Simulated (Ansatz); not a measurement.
P₂S₂⁻ was relaxed with PBE0-D4 (def2-TZVPD) in Ansatz in these states: charge -1 doublet, charge -1 quartet. The geometries follow in no particular order.

A:

```xyz
4

P    -0.820    0.720    0.747
P    -0.220   -0.153   -1.295
S    -0.674   -0.650    2.160
S     1.713    0.083   -1.612
```

B:

Cartesian coordinates in Å:
```
P -0.800 -1.376 0.234
P -0.111 0.699 0.583
S -0.973 -0.052 -1.345
S 1.884 0.729 0.528
```

Question: Judge from the bond lengths which geometry belongs to which state (an estimate).

Answer: A is the charge -1 quartet (P2–S3 3.520 Å, P1–S3 1.973 Å, P1–P2 2.301 Å); B is the charge -1 doublet (P2–S3 2.243 Å, P1–S3 2.068 Å, P1–P2 2.214 Å).
